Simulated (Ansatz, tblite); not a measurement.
# The cluster Cd₂O₂−: one state, many levels

One table from this session's results is given with a row withheld; the runs are named, their logs left out.

The runs use Ansatz 0.2.0, Gaussian basis; as each input shows.

Plan: GFN1-xTB, GFN2-xTB, PBE-D4/def2-TZVPD, r2SCAN-D4/def2-TZVPD, CAM-B3LYP-D4/def2-TZVPD, B3LYP-D4/def2-TZVPD, HSE06-D4/def2-TZVPD, LC-ωPBE/def2-TZVPD, PBE-D4/def2-SVPD, PBE0-D4/def2-SVPD, CCSD(T)/def2-SVPD, MP2/def2-TZVPD, RPA/def2-TZVPD.

2 further runs of the same task are left out: 1 that didn't finish, 1 set aside as unsound or not needed.

### The relaxed structure

The geometry is that of the doublet, from an earlier relaxation (PBE0-D4/def2-TZVPD). At that level it is the lowest of the isomers that a small search found.

4 atoms, charge -1, spin multiplicity 2.

Bond lengths: Cd1–O3 2.156 Å, Cd2–O3 1.928 Å, Cd2–O4 1.960 Å. Angles: O3–Cd2–O4 177.0°, Cd1–O3–Cd2 128.3°.

Cd takes a core potential in the def2 sets. No spin-orbit coupling is included. The ion is computed in the gas phase, without counter-ions or solvent.

PBE0-D4/def2-TZVPD was run before; its log isn't repeated, and its numbers join the tables.

The first run:

Tight binding, by tblite at 300 K electronic temperature and without a spin-polarisation term:

```python
tblite.interface.Calculator('GFN1-xTB', numbers, positions, charge=-1, uhf=1).singlepoint()
```

Tight binding, by tblite at 300 K electronic temperature and without a spin-polarisation term:

```python
tblite.interface.Calculator('GFN2-xTB', numbers, positions, charge=-1, uhf=1).singlepoint()
```

start.molden holds the orbitals of an earlier run on this state, given as this run's starting guess.

File in.yaml:

```yaml
crystal:
  periodic: [false, false, false]
  atoms:
    - {symbol: Cd, position_ang: [-1.038580, -0.078740, 2.572277]}
    - {symbol: Cd, position_ang: [0.357235, 0.038395, -0.826179]}
    - {symbol: O, position_ang: [-0.994849, -0.466163, 0.452032]}
    - {symbol: O, position_ang: [1.676204, 0.506508, -2.198130]}
basis:
  gaussian: {orbitals: def2-TZVPD, initial_orbitals: start.molden}
total_charge: -1
magnetization: {spin_polarized: true, initial_magnetization: 1}
hamiltonian: {xc: pbe, dispersion: d4}
scf: {omitted_lower_state_checks: [starts]}
output: {orbitals: {seedname: orbitals}}
```

On the command line:

```sh
$ ansatz run in.yaml --threads 4 --pin off --events-out ev --progress --plain --max-ram 3916MiB
```

Steps of the session up to this table: PBE-D4/def2-TZVPD; r2SCAN-D4/def2-TZVPD; CAM-B3LYP-D4/def2-TZVPD; B3LYP-D4/def2-TZVPD; HSE06-D4/def2-TZVPD; LC-ωPBE/def2-TZVPD; PBE-D4/def2-SVPD; PBE0-D4/def2-SVPD; CCSD(T)/def2-SVPD; MP2/def2-TZVPD; RPA/def2-TZVPD.

One table of the session follows, with a row left open; its other results are not shown here.

```
                  level  HOMO (eV)  LUMO (eV)  gap (eV)
       PBE-D4/def2-SVPD          ?          ?         ?
      PBE-D4/def2-TZVPD      -0.50      -0.17      0.34
   r2SCAN-D4/def2-TZVPD      -0.46      -0.03      0.43
    B3LYP-D4/def2-TZVPD      -0.79       0.27      1.06
      PBE0-D4/def2-SVPD      -0.71       0.48      1.18
     PBE0-D4/def2-TZVPD      -0.67       0.54      1.22
    HSE06-D4/def2-TZVPD      -0.37       0.24      0.61
CAM-B3LYP-D4/def2-TZVPD      -1.51       1.31      2.82
     LC-ωPBE/def2-TZVPD      -2.33       2.69      5.02
```

Q: Estimate the row for PBE-D4/def2-SVPD from the others.

As computed: HOMO (eV): -0.50; LUMO (eV): -0.20; gap (eV): 0.30.
